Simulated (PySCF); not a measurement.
# BH6PSi: NMR shifts at several levels of theory, part 2 of 2

PySCF 2.14.0. Atoms count from 0. Earlier steps stand in the parts before.

## Step 10: Nuclear shieldings: PBE0/STO-3G

Job settings and geometry (Å):

```
{"job": {"kind": "nmr", "xc": "PBE0", "basis": "STO-3G", "pop": true}, "charge": 0, "multiplicity": 1}
B     -1.765404    -0.384509    -0.240524
P     -0.479977     0.065254     1.013667
Si     1.410772     0.496222    -0.111458
H     -2.570566    -1.250439    -0.001282
H     -1.865248     0.298829    -1.230726
H     -0.202174    -1.108859     1.761794
H      1.915761    -0.667767    -0.899490
H      2.465890     0.914724     0.857679
H      1.086985     1.625987    -1.029909
```

Level: GIAO PBE0/STO-3G NMR shielding, non-relativistic, gas phase.

The log of the run:

```text
coarse grid: 8056 points
cycle   1  E = -651.4866408156  dE = -5.020e-01  |g| = 1.530e-01  |ddm| = 3.226e+00
cycle   2  E = -651.4911384405  dE = -4.498e-03  |g| = 1.290e-01  |ddm| = 5.123e-01
cycle   3  E = -651.4977626328  dE = -6.624e-03  |g| = 2.213e-02  |ddm| = 2.474e-01
cycle   4  E = -651.4979611468  dE = -1.985e-04  |g| = 8.188e-03  |ddm| = 5.694e-02
cycle   5  E = -651.4979900731  dE = -2.893e-05  |g| = 5.006e-04  |ddm| = 1.491e-02
cycle   6  E = -651.4979902159  dE = -1.428e-07  |g| = 5.763e-05  |ddm| = 1.345e-03
final grid: 67296 points
cycle   7  E = -651.4750027594  dE =  2.292e-07  |g| = 4.164e-03  |ddm| = 1.322e-02
cycle   8  E = -651.4749979865  dE =  4.773e-06  |g| = 5.319e-03  |ddm| = 1.678e-02
cycle   9  E = -651.4750101364  dE = -1.215e-05  |g| = 1.048e-04  |ddm| = 9.605e-03
cycle  10  E = -651.4750101421  dE = -5.648e-09  |g| = 1.893e-05  |ddm| = 2.549e-04
cycle  11  E = -651.4750101422  dE = -1.407e-10  |g| = 5.311e-06  |ddm| = 3.764e-05
converged SCF energy = -651.4750101422

GIAO shielding tensors (ppm)
atom      isotropic    diamagn.    paramagn.     s11        s22        s33       span
  0 B       35.344     199.635    -164.291    -82.616     26.837    161.811    244.428
  1 P      664.938     958.566    -293.628    515.731    715.291    763.793    248.062
  2 Si     580.857     869.960    -289.103    550.959    570.197    621.415     70.456
  3 H       25.080      30.889      -5.809     16.851     28.613     29.776     12.925
  4 H       25.059      32.441      -7.382     16.030     28.324     30.822     14.792
  5 H       31.056      31.980      -0.924     26.170     28.858     38.140     11.969
  6 H       30.801      31.782      -0.981     27.293     28.126     36.984      9.690
  7 H       30.564      30.381       0.182     26.820     28.004     36.867     10.048
  8 H       30.254      31.654      -1.400     26.561     27.967     36.235      9.674
```

Wall time 1.3 s (1 thread of Arm Neoverse V2, shared host); peak memory 0.45 GiB.

This run: δ B0 93.4, P1 39.7, Si2 -63.3, H3 7.54, H6 2.07 ppm (means over like atoms).

## Step 11: NMR shieldings: PBE0/6-31G

Settings changed since step 10:

```diff
@@ -1,2 +1,2 @@
-{"job": {"kind": "nmr", "xc": "PBE0", "basis": "STO-3G", "pop": true}, "charge": 0, "multiplicity": 1}
+{"job": {"kind": "nmr", "xc": "PBE0", "basis": "6-31G", "pop": true}, "charge": 0, "multiplicity": 1}
 B     -1.765404    -0.384509    -0.240524
```

With the program's defaults for keys left out, this is: GIAO PBE0/6-31G NMR shielding, non-relativistic, gas phase.

The log of the run:

```text
coarse grid: 8056 points
cycle   1  E = -658.9082023279  dE = -8.261e-02  |g| = 1.488e-01  |ddm| = 2.504e+00
cycle   2  E = -658.9122869764  dE = -4.085e-03  |g| = 1.215e-01  |ddm| = 5.582e-01
cycle   3  E = -658.9187949089  dE = -6.508e-03  |g| = 1.384e-02  |ddm| = 2.517e-01
cycle   4  E = -658.9188599003  dE = -6.499e-05  |g| = 6.646e-03  |ddm| = 3.368e-02
cycle   5  E = -658.9188768956  dE = -1.700e-05  |g| = 1.663e-03  |ddm| = 1.243e-02
cycle   6  E = -658.9188780724  dE = -1.177e-06  |g| = 1.953e-04  |ddm| = 3.468e-03
final grid: 67296 points
cycle   7  E = -658.8808063815  dE = -4.127e-06  |g| = 3.482e-03  |ddm| = 1.423e-02
cycle   8  E = -658.8808038008  dE =  2.581e-06  |g| = 4.286e-03  |ddm| = 1.035e-02
cycle   9  E = -658.8808111762  dE = -7.375e-06  |g| = 1.556e-04  |ddm| = 6.437e-03
cycle  10  E = -658.8808111891  dE = -1.295e-08  |g| = 3.253e-05  |ddm| = 4.161e-04
cycle  11  E = -658.8808111895  dE = -4.287e-10  |g| = 1.025e-05  |ddm| = 6.736e-05
converged SCF energy = -658.8808111895

GIAO shielding tensors (ppm)
atom      isotropic    diamagn.    paramagn.     s11        s22        s33       span
  0 B       36.043     197.926    -161.883    -58.055     16.512    149.672    207.727
  1 P      548.526     970.189    -421.663    384.372    586.977    674.229    289.857
  2 Si     498.017     881.401    -383.384    482.595    485.072    526.384     43.790
  3 H       23.570      29.455      -5.885     15.561     27.344     27.804     12.243
  4 H       23.661      30.259      -6.598     14.885     27.200     28.897     14.012
  5 H       29.518      31.426      -1.908     24.691     27.166     36.698     12.007
  6 H       28.502      28.991      -0.489     24.532     26.432     34.541     10.010
  7 H       28.663      28.808      -0.145     24.928     26.466     34.594      9.666
  8 H       28.385      29.233      -0.848     25.089     26.225     33.841      8.752
```

Run time: 2.4 s. Hardware: 1 thread of Arm Neoverse V2, shared host; peak memory 0.45 GiB.

This run: δ B0 77.1, P1 -184.2, Si2 -53.3, H3 9.00, H6 4.10 ppm (means over like atoms).

## Step 12: Comparing the runs: NMR shifts

Shifts (ppm), means over like atoms, with basis size and wall time:

```
               run    H3    H6    H5    B0      P1    Si2  functions   time
     PBE0/pcSseg-2  8.35  4.37  3.69  87.7  -163.7  -80.6        206  9.7 s
 mPW1PW91/pcSseg-2  8.29  4.34  3.63  87.2  -163.0  -79.5        206  9.7 s
     WP04/pcSseg-2  7.31  3.81  2.93  85.3  -137.7  -67.6        206  9.7 s
    B97-2/pcSseg-2  8.11  4.29  3.55  83.1  -162.5  -77.8        206  9.6 s
BHandHLYP/pcSseg-2  8.06  4.19  3.32  88.7  -158.1  -77.5        206  9.4 s
CAM-B3LYP/pcSseg-2  8.31  4.27  3.50  92.6  -160.2  -82.8        206   13 s
  wB97X-D/pcSseg-2  8.20  4.30  3.47  85.9  -174.7  -80.8        206   13 s
  LC-wPBE/pcSseg-2  8.57  4.22  3.51  95.4  -185.7  -81.0        206   18 s
       PBE0/STO-3G  7.54  2.07  1.55  93.4    39.7  -63.3         29  1.3 s
        PBE0/6-31G  9.00  4.10  3.09  77.1  -184.2  -53.3         47  2.4 s
```

## Step 13: Outcome

This closing draws on all 2 parts.

| quantity | value |
| --- | --- |
| 1H shifts against TMS (PBE0/pcSseg-2, means over atoms taken as alike) | 8.35, 4.37, 3.69 ppm |
| 11B shifts against BF3·OEt2 (PBE0/pcSseg-2) | 87.7 ppm |
| 31P shifts against H3PO4 (PBE0/pcSseg-2) | -163.7 ppm |
| 29Si shifts against TMS (PBE0/pcSseg-2) | -80.6 ppm |
| range of the shift of P1 | -185.7 to 39.7 ppm |
| property runs in this session | 10, of which 0 failed and 1 gave unsound results |

**Reading.** Single values in the summary come from the first run of each kind that ended normally (PBE0/pcSseg-2), which need not be the best level. At PBE0/pcSseg-2: The widest tensor belongs to P1: span 281 ppm, with a paramagnetic part of -510 ppm. Across the 10 runs the shift of P1 moves most, between -185.7 (LC-wPBE/pcSseg-2) and 39.7 ppm (PBE0/STO-3G). A minimal basis is unusable for shieldings, so that end is no result.
